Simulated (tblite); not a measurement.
Compound: propiolic acid, C3H2O2.
Bonds: C1–C2 (triple), C2–C3, C3–O4 (double), C3–O5. Hydrogens: H6 on C1; H7 on O5.

Computed with GFN2-xTB (tblite), gas phase: Langevin dynamics at 600 K from the optimised GFN2-xTB geometry, time step 0.5 fs, friction 0.01 fs⁻¹, 2000 steps.

Start geometry:
```
atom  x, y, z in Å
C1      1.911    0.142   -0.038
C2      0.731   -0.043    0.076
C3     -0.675   -0.328    0.224
O4     -1.130   -1.423    0.419
O5     -1.418    0.780    0.116
H6      2.942    0.312   -0.142
H7     -2.358    0.563    0.219
```

The statistics below take the 31 frames saved every 25 fs from 250 to 1000 fs; their kinetic temperature (all 3N coordinates) averages 629 K.

**Question.** Give the mean, spread and extremes of the bond lengths.

**Answer.** 
```
 bond  start (Å)  mean (Å)  standard deviation (Å)  shortest (Å)  longest (Å)
C1≡C2      1.199     1.207                   0.027         1.152        1.260
C2–C3      1.442     1.447                   0.032         1.367        1.514
C3=O4      1.202     1.207                   0.033         1.125        1.270
C3–O5      1.338     1.350                   0.038         1.270        1.452
C1–H6      1.051     1.057                   0.030         0.995        1.128
O5–H7      0.970     0.976                   0.030         0.918        1.038
```

**Question.** Give the same statistics for bond angles, one of each kind.

**Answer.** 
```
   angle  start (°)  mean (°)  standard deviation (°)  smallest (°)  largest (°)
C2–C1–H6      179.5     163.7                     7.9         147.6        179.2
C1–C2–C3      177.4     163.5                     9.2         141.0        179.4
C2–C3–O4      124.5     123.9                     5.5         112.2        136.4
C2–C3–O5      111.7     112.0                     6.0         102.1        125.9
O4–C3–O5      123.9     123.4                     5.5         113.8        135.2
C3–O5–H7      110.1     110.4                     7.2          93.7        128.1
```

**Question.** How far does each atom move about its mean position (frames aligned on the start, all atoms weighted alike), and what rms force does it feel?

**Answer.** 
| atom | rms displacement (Å) | rms force (eV/Å) |
| --- | --- | --- |
| C1 | 0.13 | 2.73 |
| C2 | 0.23 | 3.26 |
| C3 | 0.15 | 3.39 |
| O4 | 0.18 | 2.71 |
| O5 | 0.16 | 1.74 |
| H6 | 0.23 | 1.21 |
| H7 | 0.23 | 1.35 |

The displacements run from 0.13 to 0.23 Å.

The run is classical and short, so these are rough statistics of one trajectory.

The cost below is that of the whole dynamics run. Time: 5.2 s of wall time; peak memory 0.18 GiB. Hardware: one thread of an Arm Neoverse V1, no GPU, shared host with 32 logical CPUs at a one-minute load of 6.8.
